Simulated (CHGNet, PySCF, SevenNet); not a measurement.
Ladder of methods for the equilibrium lattice constant a of rock-salt MgO

Reference value: 4.189 Å (measured, static lattice: zero-point anharmonic expansion removed; as tabulated in Mejia-Rodriguez and Trickey (2018), arXiv:1807.09216).

Question: Which of these levels comes closest to the reference?
A. SevenNet-l3i5 (SevenNet)
B. PBE (PySCF)
C. Hartree–Fock (PySCF)
D. CHGNet 0.3.0 (CHGNet)

Answer: C, Hartree–Fock (PySCF)

| level (code) | value (Å) | error (%) |
|---|---|---|
| CHGNet 0.3.0 (CHGNet) | 4.257 | +1.62 |
| SevenNet-l3i5 (SevenNet) | 4.255 | +1.58 |
| PBE (PySCF) | 4.256 ± 0.02 | +1.60 |
| Hartree–Fock (PySCF) | 4.181 ± 0.02 | -0.19 |

Closest of these to the reference: Hartree–Fock (-0.19 %). Farthest off: CHGNet 0.3.0 (+1.62 %), PBE (+1.60 %). Of these only Hartree–Fock lands within 1 %.

A ± on a computed value is a rough bar: the spread of its extrapolation, a floor set from checks against published values, or a statistical error.

Machine-learned potentials (CHGNet 0.3.0, SevenNet-l3i5) are trained on DFT data, which may include these solids.

Differences are worked out from the printed values.
